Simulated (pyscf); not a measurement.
**Routes from `[SiH3][O][AsH2]` + `[SiH4]`**

Candidate steps break at most two bonds and form at most two. Each was searched with GFN2-xTB (tblite) first. Structures and frequencies: ωB97X-D3(BJ)/def2-SVP in PySCF. Energies: ωB97M-D3(BJ)/def2-TZVP, eV, from the separated reactants, singlet surface; ΔG‡ with ideal gas, 1 atm, RRHO with modes under 100 cm⁻¹ raised to 100, one conformer, R ln 2 for chiral ones without a mode under 150 cm⁻¹.

```json
[
 {"products": "AsH₃ + H₃Si–O–SiH₃", "type": "four-centre exchange", "ΔE‡": "1.26", "ΔE": "-1.27", "ΔG‡ 298 K": "1.75", "ΔG‡ 900 K": "2.69", "ν‡ (cm⁻¹)": "427i"},
 {"products": "H₃Si–O–AsH–SiH₃ + H₂", "type": "four-centre exchange", "ΔE‡": "2.70", "ΔE": "+0.10", "ΔG‡ 298 K": "3.10", "ΔG‡ 900 K": "4.01", "ν‡ (cm⁻¹)": "1601i"}
]
```

Plain bond fissions and candidates not yet searched are not listed, and one of them may be faster. Each barrier is that of the saddle found; lower ones may exist. Elements up to Kr have no core potential and no relativistic terms here.
